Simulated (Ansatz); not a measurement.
Input for Ansatz (development build ahead of 0.2.0):

```yaml
crystal:
  periodic: [false, false, false]
  atoms:
    - { symbol: F, position_ang: [0.03606, 0.06192, 0.02455] }
    - { symbol: H, position_ang: [3.00096, -0.4009, 0.62504] }
    - { symbol: F, position_ang: [2.81084, 0.27527, 0.04228] }
basis:
  gaussian: { orbitals: def2-SVP }
magnetization:
  spin_polarized: true
  initial_magnetization: 1
hamiltonian:
  xc: hf
correlation:
  method: mp2
  frozen_orbitals: { F: 1, H: 0 }
output:
  forces: true
```

The input is written out in the form of the current development build from the run's settings.

Results

| Item | Value |
| --- | --- |
| Converged | yes |
| Reference energy | -199.21807 hartree |
| Correlation energy | -0.33810 hartree |
| Total energy | -199.55618 hartree |
| Spin squared of the determinant | 0.752 |
| Stability test | minimum |

Forces (eV/Å):
```
atom      Fx      Fy      Fz
  F1   0.061   0.001   0.003
  H2   0.080  -0.332   0.285
  F3  -0.141   0.330  -0.288
```
